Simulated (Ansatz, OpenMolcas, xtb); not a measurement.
# Loss of CH4: C3H7Cl → C2H3Cl + CH4

Species: C3H7Cl (1-chloropropane) `CCCCl`, singlet; C2H3Cl `C=CCl`, singlet; CH4 (methane) `C`, singlet. 

Shapes, held fixed at every level: PBE0-D4/def2-TZVP. Flexible molecules stand in one conformer, not always the lowest. Programs: Ansatz 0.2.0, OpenMolcas 26.06, xtb 6.7.1. The zero-point and thermal change to 298 K, harmonic and unscaled (PBE0-D4/def2-TZVP), is -14.9 kJ/mol.

Problem. Estimate ΔH(298 K) of this reaction.

Solution. The highest level, CCSD(T)/CBS estimate, gives ΔH(298 K) = +83.7 kJ/mol; the levels span +71.3 to +104.5. The column of differences is taken from that level and isn't an error. No measured value is set beside it here. The CBS estimate extrapolates MP2 from def2-TZVPP and def2-QZVPP and adds CCSD(T) − MP2 in the triple-zeta set, cores frozen.

```
                             level                    kind  ΔH(298 K) (kJ/mol)  less CCSD(T)/CBS estimate
                          GFN2-xTB          semi-empirical              +104.5                      +20.8
B3LYP/6-31G* (Cartesian functions)           global hybrid               +79.5                       -4.2
               B3LYP-D4/def2-TZVPP           global hybrid               +72.5                      -11.2
               BHLYP-D4/def2-TZVPP           global hybrid               +86.2                       +2.5
                PBE0-D4/def2-TZVPP           global hybrid               +95.3                      +11.6
                wB97X-V/def2-TZVPP  range-separated hybrid               +94.4                      +10.7
                 B2PLYP/def2-TZVPP           double hybrid               +71.3                      -12.4
                CCSD(T)/def2-TZVPP   coupled cluster or CI               +81.6                       -2.1
              CCSD(T)/CBS estimate   coupled cluster or CI               +83.7                        0.0
```
